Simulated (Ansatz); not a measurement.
Born–Oppenheimer molecular dynamics of CH₃NaSi (6 atoms, charge 0, multiplicity 1). It starts at the highest image of a converged band, a first-order saddle point between two minima.

All numbers below come from Ansatz 0.2.0, RKS PBE-D4/def2-SVP.

```yaml
ensemble: NVE (velocity Verlet)
time_step: 0.5 fs
steps_asked: 120
starting_velocities_drawn_for: 300 K
seed: 9783
```

First frame:

```xyz
6
Properties=species:S:1:pos:R:3
Na -1.092 -0.445 -2.069
C -0.398 -0.739 0.125
Si 0.868 0.536 -0.165
H -0.452 -1.348 1.064
H -0.621 1.066 -0.038
H 1.695 0.930 1.084
```

Q: How far do the bonds stretch over the last three quarters of this one trajectory? (Pairs bonded in most of those frames.)

A: 
```json
{"bond": "Na1–C2", "mean (Å)": "2.248", "spread (Å)": "0.036", "shortest": "2.19", "longest": "2.31"}
{"bond": "Na1–Si3", "mean (Å)": "3.037", "spread (Å)": "0.109", "shortest": "2.90", "longest": "3.23"}
{"bond": "C2–Si3", "mean (Å)": "1.770", "spread (Å)": "0.033", "shortest": "1.72", "longest": "1.82"}
{"bond": "C2–H4", "mean (Å)": "1.125", "spread (Å)": "0.011", "shortest": "1.11", "longest": "1.15"}
{"bond": "Si3–H5", "mean (Å)": "1.567", "spread (Å)": "0.049", "shortest": "1.47", "longest": "1.64"}
{"bond": "Si3–H6", "mean (Å)": "1.535", "spread (Å)": "0.036", "shortest": "1.47", "longest": "1.60"}
```

Mean temperature of the second half: 1306 K. The conserved energy stayed within 0.16 meV per atom of its start (net change -0.16 meV per atom), so the integration is sound. The system heated up, since it started high on the potential surface and ran downhill. A run of 0.06 ps of so small a system gives no equilibrium averages. The orbitals stay closed-shell, which can raise the energy where a bond breaks towards radicals; this wasn't checked here.

Run time: 6.8 min on 1 CPU thread of a shared host.
